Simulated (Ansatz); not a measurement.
C3H4N2 can be A, `N=C1CC1=N`, or B, `C=C(N)C#N`.

Gas-phase electronic energies from Ansatz, PBE0-D4/def2-TZVP geometries. CCSD(T)/CBS adds triple-zeta CCSD(T) − MP2 to the extrapolated MP2 energy (def2 sets, frozen cores). Functionals use def2-TZVPP. B3LYP here is the variant with VWN-RPA as its local correlation; programs differ in this. One conformer a species, not always the lowest.

Question: Which is lower in electronic energy at CCSD(T)/CBS, and by how much? (Estimate.)

Answer: Ansatz gave: B, by 49.7 kcal/mol.

Question: Give E(B) − E(A) in kcal/mol with HF/def2-TZVPP, CCSD(T)/def2-TZVPP, B3LYP-D4, ωB97M-V, PBE-D4, LDA (SPW92), MP2/def2-TZVPP. (An estimate is asked.)

Answer: Computed: HF/def2-TZVPP -54.6, CCSD(T)/def2-TZVPP -49.5, B3LYP-D4 -47.4, ωB97M-V -47.0, PBE-D4 -41.0, LDA (SPW92) -39.0, MP2/def2-TZVPP -52.1. None reverses the order clearly.

Question: Does the order hold for the free energy at 298.15 K (harmonic terms from PBE0-D4)? (Best estimate.)

Answer: The calculation gave: Yes: G(B) − G(A) = -49.6 kcal/mol, for one conformer each.

Largest T1 diagnostic: 0.013.

From BLYP to BHLYP (50 % exact exchange), in def2-TZVPP and without D4, E(B) − E(A) moves by −3.2 kcal/mol. At CCSD(T), def2-SVP lies +0.8 kcal/mol from the extrapolated value and def2-TZVPP +0.2 kcal/mol.
